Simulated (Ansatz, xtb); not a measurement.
## Relative energy of two structures of HNO3

We compare a, `O=[N+]([O-])O`, a singlet, with b, a singlet given by its coordinates. Both are isolated molecules in the gas phase, relaxed with BLYP-D3(BJ)/def2-SVP; the shapes shown needn't be the lowest conformers.

a (Å):

```xyz
5

N    -2.7131   -2.6083   -0.1128
O    -2.7390   -1.9015   -1.1099
O    -3.5138   -3.4029    0.3186
O    -1.5160   -2.4833    0.7095
H    -0.9956   -1.8094    0.2118
```

b (Å):

```
atom    x (Å)    y (Å)    z (Å)
   N  -1.5450  -0.0593   1.1999
   O  -0.8699  -0.1352  -1.1100
   O  -0.8250   0.8978   1.1613
   O  -1.6500  -0.7445  -0.0690
   H  -0.4645   0.6310  -0.6011
```

Close contacts (Å): N1–O3 1.20, N1–O4 1.45, O2–O4 1.44, O2–H5 1.01.

Quicker runs give these differences E(b) − E(a): GFN2-xTB +45.9 kcal/mol; HF/STO-3G −31.1 kcal/mol (at GFN2-xTB geometries); r2SCAN-D4/def2-SVP +38.2 kcal/mol (at GFN2-xTB geometries).

Question: Estimate E(b) − E(a) at the level CCSD(T)/def2-TZVPP.

Answer: Calculated at CCSD(T)/def2-TZVPP: E(b) − E(a) = +29.4 kcal/mol, so structure a lies lower.

Level by level:

```tsv
level	geometry	E(b) − E(a) (kcal/mol)	departure from the last row (kcal/mol)	job, with rough time for the two
GFN2-xTB	GFN2-xTB	+45.9	+16.5	optimisation, 0.092 s
HF/STO-3G	GFN2-xTB	−31.1	−60.5	single point, 0.2 s
r2SCAN-D4/def2-SVP	GFN2-xTB	+38.2	+8.8	single point, 3.1 s
BLYP-D3(BJ)/def2-SVP	BLYP-D3(BJ)/def2-SVP	+30.2	+0.8	optimisation, 15 s
HF/def2-TZVPP	BLYP-D3(BJ)/def2-SVP	+34.9	+5.5	part of the CCSD(T) run
MP2/def2-TZVPP	BLYP-D3(BJ)/def2-SVP	+37.8	+8.3	part of the CCSD(T) run
CCSD(T)/def2-TZVPP	BLYP-D3(BJ)/def2-SVP	+29.4		single point, 72 s
```

HF/STO-3G puts the two in the other order. The largest departure from CCSD(T)/def2-TZVPP is that of HF/STO-3G, 60.5 kcal/mol.

With harmonic frequencies from BLYP-D3(BJ)/def2-SVP (ideal gas, rigid rotor, one conformer each, 1000 K, 1 atm): on the last row, ΔE + ΔZPE = +27.5, ΔH = +28.5, ΔG = +25.6 kcal/mol.

The T1 diagnostic of structures a and b is large, so the coupled-cluster value is less sure. The correlated steps freeze 4 core orbitals. Codes used: Ansatz 0.2.0, xtb 6.7.1; the last row on 1 thread of Arm Neoverse V1 on a shared host.
